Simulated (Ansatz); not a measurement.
# H4Si2: the cost of one run

The runs use Ansatz 0.2.0, Gaussian basis; PBE0-D4/def2-TZVP structures, single points in def2-TZVPP, no counterpoise correction.

Levels: SPW92, PBE-D4, BLYP-D4, r2SCAN-D4, B97M-V, PBE0-D4, B3LYP-D4, r2SCAN0-D4, BHLYP-D4, CAM-B3LYP-D4, wB97X-V, wB97M-V, B2PLYP, PBE-QIDH, RPA on PBE, Hartree-Fock, MP2, CCSD, CCSD(T).

Cores are frozen in the correlated methods. B3LYP uses VWN-RPA correlation. B2PLYP carries no dispersion term here.

56 further runs of the same task are left out: 56 set aside as unsound or not needed.

## (1) Where the work starts

The complex: 10 atoms, charge 0, spin multiplicity 1.

Atoms are counted from 1 here; the program's logs count them from 0.

Bond lengths: Si1–N2 2.036 Å, Si1–H4 1.526 Å, Si1–Si5 2.378 Å, N2–H3 1.015 Å, N2–H6 1.017 Å, N2–H7 1.015 Å, Si5–H8 1.508 Å, Si5–H9 1.495 Å, Si5–H10 1.492 Å. Angles: N2–Si1–H4 88.2°, N2–Si1–Si5 90.0°, H4–Si1–Si5 89.8°, Si1–N2–H3 109.4°, Si1–N2–H6 112.5°, Si1–N2–H7 110.3°, H3–N2–H6 108.7°, H3–N2–H7 107.6°, H6–N2–H7 108.2°, Si1–Si5–H8 111.6°, Si1–Si5–H9 114.7°, Si1–Si5–H10 112.3°, H8–Si5–H9 104.5°, H8–Si5–H10 106.7°, H9–Si5–H10 106.5°.

As a file:

```
Si   -1.07496   -0.97978   -0.20019
N     0.93528   -1.27428   -0.06085
H     1.11475   -2.19813    0.31882
H    -1.12532   -0.94204    1.32478
Si   -0.72736    1.37278   -0.23716
H     1.38865   -0.58474    0.53283
H     1.36254   -1.23130   -0.98025
H     0.51004    1.76343    0.53071
H    -0.51915    1.95175   -1.60017
H    -1.86448    2.12230    0.37147
```

Its parts: Si₂H₄ holds atoms 1, 4, 5, 8, 9, 10; NH₃ holds atoms 2, 3, 6, 7. Each part counts its atoms afresh in its own runs.

## (2) Relaxing Si₂H₄ alone

Input file relax-a/in.yaml:

```yaml
crystal:
  periodic: [false, false, false]
  atoms:
    - {symbol: Si, position_ang: [-1.074962, -0.979779, -0.200188]}
    - {symbol: H, position_ang: [-1.125315, -0.942041, 1.324782]}
    - {symbol: Si, position_ang: [-0.727360, 1.372783, -0.237159]}
    - {symbol: H, position_ang: [0.510044, 1.763430, 0.530707]}
    - {symbol: H, position_ang: [-0.519153, 1.951754, -1.600170]}
    - {symbol: H, position_ang: [-1.864475, 2.122301, 0.371473]}
basis:
  gaussian: {orbitals: def2-TZVP}
hamiltonian: {xc: pbe0, dispersion: d4}
relax: {f_tol: 0.005, max_steps: 200}
```

On the command line:

```
$ ansatz run in.yaml --threads 2 --pin off --events-out ev --progress --plain --max-ram 4352MiB
```

**Question.** How long does this run take on 2 threads of AMD EPYC 7R43, shared host?

About 11 s.
